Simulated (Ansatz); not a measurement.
Mulliken charges of HLiS, SMILES `[Li][SH]` from ωB97M-V/def2-TZVPP in Ansatz (PBE0-D4/def2-TZVP geometry).

```tsv
atom	x (Å)	y (Å)	z (Å)	charge (e)
Li1	1.028	-1.073	0.438	0.595
S2	-0.699	-0.122	-0.393	-0.685
H3	-0.340	1.129	-0.059	0.090
```

Task: By hand: the dipole of these point charges (1 e Å = 4.8032 D).

Result: Σ q r = (1.060, -0.453, 0.525) e Å, of length 1.267 e Å = 6.09 D.

Task: How does the dipole of the full density compare? (Estimate.)

Result: Computed: (1.182, -0.555, 0.580) e Å, 6.86 D; the point charges give 0.89 times that, at 2° from its direction.

Point charges leave out the atoms' own dipoles, such as those of lone pairs, and Mulliken's split depends on the basis, so the close match here is no proof of good charges.
